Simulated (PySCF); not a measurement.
## Neon: a sound run and one with changed settings

Sound run: Ne [Ne], Ne⁺ [He] 2s2 2p5. All numbers are calculated (PySCF 2.14, scalar relativity by spin-free X2C-1e, in aug-cc-pVDZ-DK). In the sound run the correlated levels freeze 1s2. The sound run starts from symmetry-adapted Hartree-Fock orbitals and uses a fine grid where one is needed.

Changed run: basis STO-3G, all-electron and non-relativistic. This setting is unsound on purpose.

```tsv
species	method	sound run (hartree)	changed run (hartree)	converged
Ne	UHF	-128.63278	-126.60453	yes
Ne	PBE0	-128.95888	-126.85545	yes
Ne	TPSS	-129.06690	-126.93976	yes
Ne	MP2	-128.83986	-126.60453	yes
Ne⁺	UHF	-127.90409	-126.06147	yes
Ne⁺	PBE0	-128.16692	-126.27184	yes
Ne⁺	TPSS	-128.27506	-126.36432	yes
Ne⁺	MP2	-128.04633	-126.06147	yes
```

Ionisation energy of Ne:

```tsv
method	sound run (eV)	changed run (eV)
UHF	19.829	14.777
PBE0	21.550	15.881
TPSS	21.547	15.659
MP2	21.593	14.777
SCS-MP2	21.447	14.777
```

A minimal basis cannot let orbitals breathe on ionisation and holds almost no correlation. The Hamiltonian changed with the basis, so the totals do not compare.

For comparison, NIST gives 21.565 eV between the lowest levels.
